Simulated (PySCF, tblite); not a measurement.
C3H3OP.
InChI=1S/C3H3OP/c1-2-5-3-4-1/h1-3H

Level of theory: wB97X-D/def2-SVPD in PySCF (dipole) on a GFN2-xTB geometry, gas phase.

Masses are those of the commonest isotopes; rigid-rotor values at the optimised geometry. 

Problem. What are A, B and C (cm⁻¹)?

Solution. Ia = 58.40, Ib = 97.02, Ic = 155.42 u·Å²; 505379 MHz·u·Å²/I gives 8654, 5209 and 3252 MHz, that is A = 0.28868, B = 0.17375, C = 0.10846 cm⁻¹.

Problem. What kind of rotor is it?

Solution. An asymmetric top: κ = (2 × 5209 − 8654 − 3252)/(8654 − 3252) = -0.28.

Problem. Is it planar, by Δ = Ic − Ia − Ib?

Solution. Planar: Δ = Ic − Ia − Ib = 0.00 u·Å². For a rigid frame Δ = −2 Σ m c², so it vanishes when all atoms lie in the ab plane; here none is more than 0.01 Å from it.

Problem. Give the coordinates in the principal-axis frame, origin at the centre of mass.

Solution. The sense of each axis is arbitrary; atoms in the order of the calculation.
| atom | mass (u) | a (Å) | b (Å) | c (Å) |
| --- | --- | --- | --- | --- |
| C1 | 12.000 | -1.241 | -0.705 | 0.000 |
| C2 | 12.000 | 0.003 | -1.243 | 0.000 |
| P3 | 30.974 | 1.232 | 0.028 | 0.000 |
| C4 | 12.000 | -0.057 | 1.149 | -0.001 |
| O5 | 15.995 | -1.288 | 0.626 | 0.000 |
| H6 | 1.008 | -2.194 | -1.206 | 0.000 |
| H7 | 1.008 | 0.205 | -2.297 | 0.000 |
| H8 | 1.008 | -0.015 | 2.224 | 0.000 |

Problem. List the rotational levels J(Ka,Kc) to J = 2 (K).

Solution. Above 0(0,0), as E/k:
J = 1: 1(0,1) 0.406, 1(1,1) 0.571, 1(1,0) 0.665
J = 2: 2(0,2) 1.188, 2(1,2) 1.290, 2(1,1) 1.571, 2(2,1) 2.067, 2(2,0) 2.098

Problem. Which lines would a microwave search look for?

Solution. The dipole components are |μa| = 1.08 D, |μb| = 0.51 D, |μc| = 0.00 D; the mirror of this Cs structure is the ab plane, so μc vanishes by symmetry and there are no c-type lines. Intensities carry the squares of the components, which stand as 1.00 : 0.22 (a : b). Some lines, for components of 0.1 D or more:

```
type  branch         J(Ka,Kc)    MHz  lower level (cm⁻¹)
   b       Q  3(2,1) ← 3(1,2)  10683               2.021
   b       Q  2(2,0) ← 2(1,1)  10964               1.092
   a       Q  3(1,2) ← 3(1,3)  11609               1.633
   b       R  1(1,1) ← 0(0,0)  11906               0.000
   a       Q  5(2,3) ← 5(2,4)  13243               4.761
   b       Q  5(3,2) ← 5(2,3)  16240               5.202
   a       R  2(0,2) ← 1(0,1)  16294               0.282
   b       Q  4(1,3) ← 4(0,4)  19098               2.587
   a       R  3(0,3) ← 2(0,2)  23206               0.826
   a       R  4(1,4) ← 3(1,3)  28975               1.633
   b       Q  4(4,0) ← 4(3,1)  29322               4.223
   a       R  4(0,4) ← 3(0,3)  29584               1.600
   b       R  4(1,4) ← 3(0,3)  29985               1.600
   a       R  5(1,5) ← 4(1,4)  35659               2.600
   a       R  4(1,3) ← 3(1,2)  36063               2.021
   a       R  5(2,4) ← 4(2,3)  40921               3.396
   b       R  4(2,3) ← 3(1,2)  41222               2.021
   a       R  5(4,2) ← 4(4,1)  43683               5.200
   b       R  4(2,2) ← 3(1,3)  59867               1.633
```

Problem. Estimate the classical rotational partition function at 10 K, 50 K and 200 K.

Solution. Point group Cs, symmetry number σ = 1; q = (√π/σ)·√((kT/h)³/(ABC)), k/h = 20836.6 MHz/K: 440 at 10 K, 4920 at 50 K, 39400 at 200 K.

Its GFN2-xTB frequencies are all real (lowest 418 cm⁻¹). No vibrational averaging or centrifugal distortion is included, and the geometry carries the error of its method.

The run took about 26 s of CPU time (one thread, shared machine). This is the wB97X-D/def2-SVPD job that gave the dipole, with the excitations it also computed.
